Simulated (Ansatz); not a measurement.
# SiH2 + HF: a complex and its separated parts

The complex below is one end of an elementary step. How strongly is it bound against its free parts?

Method: PBE0-D4/def2-TZVP structures, single points in def2-TZVPP, no counterpoise correction; program: Ansatz 0.2.0, Gaussian basis.

Levels: SPW92, PBE-D4, BLYP-D4, r2SCAN-D4, B97M-V, PBE0-D4, B3LYP-D4, r2SCAN0-D4, BHLYP-D4, CAM-B3LYP-D4, wB97X-V, wB97M-V, B2PLYP, PBE-QIDH, RPA on PBE, Hartree-Fock, MP2, CCSD, CCSD(T).

Correlated methods freeze the cores. B3LYP uses VWN-RPA correlation. B2PLYP carries no dispersion term here.

56 further runs of the same task are left out: 56 set aside as unsound or not needed.

### Step 1. The starting structure

The complex: 5 atoms, charge 0, spin multiplicity 1.

Atoms are counted from 1 here; the program's logs count them from 0.

Bond lengths: Si1–H4 1.520 Å, Si1–H5 1.520 Å, H2–F3 0.928 Å. Angles: H4–Si1–H5 92.9°.

Geometry (Å):

| atom | x (Å) | y (Å) | z (Å) |
| --- | --- | --- | --- |
| Si1 | -0.72911 | 0.04114 | 0.66377 |
| H2 | 0.34977 | -1.34351 | -1.23382 |
| F3 | 0.70151 | -0.52489 | -0.97422 |
| H4 | 0.48075 | 0.40419 | 1.50883 |
| H5 | -0.80292 | 1.42307 | 0.03563 |

Its parts: SiH2 holds atoms 1, 4, 5; HF holds atoms 2, 3. Each part counts its atoms afresh in its own runs.

### Step 2. Relaxing SiH2 alone

relax-a/in.yaml reads:

```yaml
crystal:
  periodic: [false, false, false]
  atoms:
    - {symbol: Si, position_ang: [-0.729115, 0.041143, 0.663773]}
    - {symbol: H, position_ang: [0.480753, 0.404190, 1.508830]}
    - {symbol: H, position_ang: [-0.802915, 1.423066, 0.035633]}
basis:
  gaussian: {orbitals: def2-TZVP}
hamiltonian: {xc: pbe0, dispersion: d4}
relax: {f_tol: 0.005, max_steps: 200}
```

Started as:

```bash
$ ansatz run in.yaml --threads 2 --pin off --events-out ev --progress --plain --max-ram 4352MiB
```

The runs that follow: Relaxing HF alone; SPW92/def2-TZVPP; PBE-D4/def2-TZVPP; BLYP-D4/def2-TZVPP; r2SCAN-D4/def2-TZVPP; B97M-V/def2-TZVPP; PBE0-D4/def2-TZVPP; B3LYP-D4/def2-TZVPP; r2SCAN0-D4/def2-TZVPP; BHLYP-D4/def2-TZVPP; CAM-B3LYP-D4/def2-TZVPP; wB97X-V/def2-TZVPP; wB97M-V/def2-TZVPP; B2PLYP/def2-TZVPP; PBE-QIDH/def2-TZVPP; RPA on PBE/def2-TZVPP; CCSD(T)/def2-TZVPP; CCSD(T)/def2-QZVPP; Vibrations of SiH2; Vibrations of HF.

Before running it: what results should come out? Wanted: complex less parts, CCSD(T)/def2-TZVPP; with zero-point energy; largest T1 diagnostic.

**Answer**, as computed:

```
                              quantity      value
complex less parts, CCSD(T)/def2-TZVPP  -0.220 eV
                with zero-point energy  -0.108 eV
                 largest T1 diagnostic      0.014
```

In words: At CCSD(T) the complex lies 0.220 eV below its parts. The functionals run from B2PLYP, off by -0.041 eV, to SPW92, off by -0.385 eV, against CCSD(T). Mean unsigned error by rung: LDA 0.385, GGA 0.130, meta-GGA 0.154, hybrid 0.100, range-separated hybrid 0.113, double hybrid 0.060 eV. PBE-D4 gives a relative energy 0.174 eV too low, outside chemical accuracy (1 kcal/mol, 0.043 eV). No counterpoise was applied, and triple zeta lacks some correlation, so the CCSD(T) reference has a basis error of its own, and close matches with it are partly luck. The restricted Hartree–Fock reference is unstable towards an unrestricted one at one or more of these structures.
